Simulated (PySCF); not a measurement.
# H2CO, singlet: computed properties

These are results of PBE/[C def2-TZVP, O def2-TZVP, H def2-TZVP], no relativity, density fitting, PySCF, not measurements.

The structure is a minimum.

```xyz
4
charge 0 multiplicity 1, angstrom
C    -0.2901   -0.5296    0.0000
O     0.2903    0.5299    0.0000
H    -0.5760   -1.0513   -0.9476
H    -0.5760   -1.0513    0.9476
```

* Point group: C2v
* Bond lengths: C–H 1.119 Å (×2), C–O 1.208 Å
* Bond angles: H–C–H 115.8°, H–C–O 122.1° (×2)
* Heat capacity Cp at 298.15 K: 35.5 J/(mol K)
* Dipole moment: 2.16 D
* Rotational constants: 9.314, 1.286, 1.13 cm⁻¹
* Lowest empty level: -2.60 eV
* Atomisation energy without zero-point energy: 1613 kJ/mol
* Rotational symmetry number: 2
* Highest occupied level: -6.21 eV
* Enthalpy at 298.15 K above 0 K: 10.03 kJ/mol
* Principal quadrupole moments (Buckingham, traceless) about the centre of mass: -0.26, 0.10, 0.15 D Å
* Zero-point energy: 67.3 kJ/mol
* Principal polarisabilities: 10.4, 17.2, 21.8 bohr³
* Entropy at 298.15 K and 1 bar: 218.9 J/(mol K)

Harmonic modes (masses in u: C 12.000, O 15.995, H 1.008):
```
symmetry  ω (cm⁻¹)  IR (km/mol)  μ (u)
      b1      1154          3.7   1.37
      b2      1223          8.9   1.35
      a1      1484          8.1   1.11
      a1      1769          101   7.46
      a1      2791         74.1   1.04
      b2      2836          156   1.12
```

In C2v the vibrations span b1 + 2b2 + 3a1. Here b1 is antisymmetric to the molecular plane and b2 lies in it.

Charges (e):
```
atom  Mulliken  Löwdin  polar tensor  Mayer order to C1
  C1      0.03   -0.29          0.66                  –
  O2     -0.21    0.12         -0.53               2.14
H3,4      0.09    0.09         -0.07               0.90
```

Mulliken populations on C1: s 3.28, p 2.55, d 0.12, f 0.01.

Counting electrons, carbon keeps none of its valence electrons outside its bonds, so the VSEPR class is AX3 and the expected shape is trigonal planar; with unlike ligands the computed point group is C2v.

Other isomers or separated fragments may lie lower.

The final relaxation and frequency run took 18 s on 2 threads of a shared Intel Xeon @ 2.80GHz (Skylake/Cascade Lake) host, with 74 basis functions and 13 gradients; the process peaked at 0.85 GiB.
